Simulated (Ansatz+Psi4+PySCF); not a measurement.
Values are calculated unless marked as measured or tabulated.
## PySCF 2.14.0 run

```python
from pyscf import gto, scf, mp

# the (T+d) and (D+d) sets load through basis_set_exchange
mol = gto.M(atom="""
S 0.000000 0.000000 0.000000
F -1.537100 -0.444200 0.009600
""", basis={'F': 'cc-pvtz', 'S': 'cc-pv(t+d)z'}, charge=0, spin=1)
mf = scf.UHF(mol)
mf.kernel()
pt = mp.MP2(mf, frozen=6).run()
print(mf.e_tot, pt.e_corr, pt.e_tot)
```

The script is written out from the run's settings.

Output:

| Item | Value |
| --- | --- |
| Converged | yes |
| Reference energy | -496.96912 hartree |
| Correlation energy | -0.39455 hartree |
| Total energy | -497.36367 hartree |
| Spin squared of the determinant | 0.766 |

Messages of the program:
```
WARN: beta  nocc = 12  HOMO -0.253058560552397 >= LUMO -0.253058560552391
WARN: HOMO -0.253058560552391 >= LUMO -0.253058560552391
WARN: beta  nocc = 12  HOMO -0.253058560552397 >= LUMO -0.253058560552391
WARN: HOMO -0.253058560552391 >= LUMO -0.253058560552391
```
